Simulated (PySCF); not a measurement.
Gas-phase reaction: SiF4 + Cl2 → SiCl2F2 + 2 F

Energies from PySCF, thermal terms from the rigid-rotor harmonic-oscillator model, ideal gas at 1 bar. † marks an energy on the PBE0/def2-TZVP geometry and frequencies; other levels use their own. MP2 freezes the core. 6-31G* has spherical d functions here. Open shells (unrestricted): F (multiplicity 2); the rest are closed-shell singlets. Spin-orbit splitting is ignored; it lowers the true energy and changes the entropy of F. MP2 isn't extrapolated to the basis-set limit.

ωB97M-V/def2-TZVP† gives ΔH°(298 K) = 617 kJ.

**Question.** What do MP2/def2-SVP†, r2SCAN/def2-TZVP†, HF/6-31G* give?

**Answer.** MP2/def2-SVP†: 565 kJ; r2SCAN/def2-TZVP†: 614 kJ; HF/6-31G*: 342 kJ. For scale, ΔH°(298 K) is 617 kJ at this level, 610 kJ at ωB97X-V/def2-TZVP†, and runs from 342 to 780 kJ over the 20 levels computed.
